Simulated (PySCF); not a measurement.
The vertical singlet excitations below were computed for one of the candidates. Computed with TDDFT PBE0/def2-SVPD, vertical, gas phase, core orbitals frozen in the response in PySCF 2.14.0, density-fitted response routines. Geometries: GFN2-xTB, one conformer each.

```csv
state,ν̃ (cm⁻¹),f,"main configurations (H = HOMO, L = LUMO)"
S1,52520,0.0060,H→L (92%)
S2,57340,0.026,H→L+2 (91%)
S3,59000,0.0000,H→L+3 (99%)
S4,62310,0.226,H→L+1 (94%)
S5,67020,0.051,H→L+4 (99%)
S6,70660,0.0000,H→L+6 (93%)
S7,71570,0.0000,H→L+5 (99%)
S8,73330,0.0000,H-1→L+1 (96%)
```

Triplets computed (Tamm–Dancoff): 4.71, 6.19, 6.95 eV.

Question: Which candidate is it? All have the formula C4H4F2.
A. `CC1=CC1(F)F`
B. `FC1=C(F)CC1`
C. `FC1(F)C=CC1`

Answer: B. Its S1 lies at 6.51 eV; the nearest of the others has S1 at 6.93 eV. S1 is HOMO→LUMO (92%). Löwdin shares by element: HOMO carbon 57% or more, fluorine 23% (atoms not listed hold the other 20%); LUMO carbon 68% (atoms not listed hold the other 32%). At the same level the other candidates give, for their lowest levels:
- `FC1(F)C=CC1`: 6.93 eV (f 0.000); 7.14 eV (f 0.165); 7.93 eV (f 0.000); 7.95 eV (f 0.011); 8.42 eV (f 0.000); T1 4.29 eV; HOMO -8.28, LUMO -0.63 eV
- `CC1=CC1(F)F`: 6.05 eV (f 0.001); 7.63 eV (f 0.058); 7.77 eV (f 0.170); 7.95 eV (f 0.000); 8.09 eV (f 0.006); T1 4.98 eV; HOMO -8.26, LUMO -0.39 eV
